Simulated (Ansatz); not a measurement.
H2Si–As⁺, singlet: reading a ladder of total energies

Geometry: that of the H2Si–As, doublet, kept fixed. The triplet lies 0.2 eV lower here.

```xyz
4

Si    0.0000    0.0000    1.5272
As    0.0000    0.0000   -0.6362
H     0.0000    1.2259    2.3663
H     0.0000   -1.2259    2.3663
```

Basis cc-pVDZ; Ansatz 0.2.0. Only valence electrons are correlated (noble-gas cores and the filled d shells of p-block atoms frozen), which leaves 10 electrons in 36 orbitals. R marks a restricted (for open shells ROHF) determinant. No spin–orbit coupling is included, and no scalar relativity.

Full CI isn't at hand for all of this; RCCSDTQ serves as the reference, and is uncertain by about the last step of the cluster series.

Runs differ by some tens of microhartree through their thresholds, so steps under 0.03 kcal/mol mean nothing.

```json
{"level": "RHF", "total energy (hartree)": "-2523.923348"}
{"level": "RMP2", "total energy (hartree)": "-2524.085258"}
{"level": "RCCSD", "total energy (hartree)": "-2524.125122"}
{"level": "RCCSD(T)", "total energy (hartree)": "-2524.132536"}
{"level": "RCCSDT", "total energy (hartree)": "-2524.133988"}
{"level": "RCCSDT(Q)", "total energy (hartree)": "-2524.134642"}
{"level": "RCCSDTQ", "total energy (hartree)": "-2524.134675"}
```

Q: What is the correlation energy at RCCSDTQ, and what share of it do RMP2 and RCCSD recover?

A: E(corr) = -2524.134675 − (-2523.923348) = -0.211327 hartree = -5.751 eV. RMP2: -0.161910 / -0.211327 = 76.62 %. RCCSD: -0.201774 / -0.211327 = 95.48 %.

Q: By how many kcal/mol does RCCSD(T) miss RCCSDTQ (1 hartree = 627.509 kcal/mol), and which steps make up the rest?

A: -2524.132536 − (-2524.134675) = 0.002139 hartree = 1.34 kcal/mol. Steps: RCCSDT − RCCSD(T) = -0.91, RCCSDT(Q) − RCCSDT = -0.41, RCCSDTQ − RCCSDT(Q) = -0.02 kcal/mol. Differences between like states or geometries often cancel part of this.
